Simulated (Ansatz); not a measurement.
Method: PBE0-D3(BJ)/def2-TZVP (Ansatz, a quantum-chemistry and plane-wave program). No frequencies were computed at this level.

Ansatz 0.2 input:
```yaml
crystal:
  periodic: [false, false, false]
  atoms:
    - { symbol: C, position_ang: [1.147307, 0.023822, -0.000004] }
    - { symbol: C, position_ang: [-0.044266, 0.000627, 0.0] }
    - { symbol: H, position_ang: [-1.103041, -0.02445, 0.000004] }
basis:
  gaussian: { orbitals: def2-tzvp }
hamiltonian:
  xc: pbe0
  dispersion: d3bj
relax:
  max_steps: 150
magnetization:
  spin_polarized: true
  initial_magnetization: 1
```

Output:

```
Functional definition: PBE0
404 factors; their error is unknown
mean field evaluation 1: about -2078.8612 eV, gradient 2.9e1 eV
mean field evaluation 2: about -2076.7103 eV, gradient 3.4e1 eV
mean field evaluation 4: about -2082.6250 eV, gradient 1.2e0 eV
mean field evaluation 8: about -2082.6506 eV, gradient 1.9e-1 eV
mean field evaluation 16: about -2082.6508 eV, gradient 1.6e-4 eV
mean field -2082.65075088 eV, -76.5360034233 hartree, gradient 2.2e-5 eV, S^2 0.784428; 2 other end points of the search recorded, 0 dependent functions left out
reference -2082.65077093 eV, -76.5360041602 hartree; 7, 6 occupied and 61, 62 virtual orbitals, 404 factors
relax step   1: F+E_penalty+E_count = -2082.67343481 eV  Δ(F+E_penalty+E_count) = +0.000e0 eV  max|allowed force component| = 8.998e-1 eV/Å  Δτ_max = 0.0000 Å  (57 SCF iters, accepted)
these checks for a lower state are left out or cut short: starts, cluster_reference, orbital_swaps, neighbouring_geometries, increment
404 factors; their error is unknown
mean field evaluation 32: about -2082.6554 eV, gradient 2.3e-3 eV
mean field -2082.65540864 eV, -76.5361745928 hartree, gradient 2.5e-5 eV, S^2 0.786297; 0 other end points of the search recorded, 0 dependent functions left out
reference -2082.65542873 eV, -76.5361753313 hartree; 7, 6 occupied and 61, 62 virtual orbitals, 404 factors
relax step   2: F+E_penalty+E_count = -2082.67808249 eV  Δ(F+E_penalty+E_count) = -4.648e-3 eV  max|allowed force component| = 7.259e-2 eV/Å  Δτ_max = 0.0074 Å  (38 SCF iters, accepted)
these checks for a lower state are left out or cut short: starts, cluster_reference, orbital_swaps, neighbouring_geometries, increment
404 factors; their error is unknown
mean field -2082.65546534 eV, -76.5361766768 hartree, gradient 2.5e-5 eV, S^2 0.786286; 0 other end points of the search recorded, 0 dependent functions left out
reference -2082.65548544 eV, -76.5361774154 hartree; 7, 6 occupied and 61, 62 virtual orbitals, 404 factors
relax step   3: F+E_penalty+E_count = -2082.67813817 eV  Δ(F+E_penalty+E_count) = -5.568e-5 eV  max|allowed force component| = 4.629e-3 eV/Å  Δτ_max = 0.0011 Å  (41 SCF iters, accepted)
404 factors; their error is unknown
mean field evaluation 64: about -2082.6555 eV, gradient 4.2e-4 eV
mean field -2082.65546534 eV, -76.5361766768 hartree, gradient 2.5e-5 eV, S^2 0.786285; 3 other end points of the search recorded, 0 dependent functions left out
reference -2082.65548544 eV, -76.5361774154 hartree; 7, 6 occupied and 61, 62 virtual orbitals, 404 factors
Total energy: -2082.67815827 eV, -76.5370106263 hartree
Atom 0 at     1.155221     0.024087    -0.000004 Å, force    -0.000391     0.002185    -0.000000 eV/Å
Atom 1 at    -0.044757     0.000412     0.000000 Å, force     0.001437    -0.004628     0.000000 eV/Å
Atom 2 at    -1.110464    -0.024501     0.000004 Å, force    -0.001047     0.002443    -0.000000 eV/Å
Dipole moment:    -0.161856    -0.003474     0.000001 e Å
```

Cost: about 5 core-seconds (a rough figure).
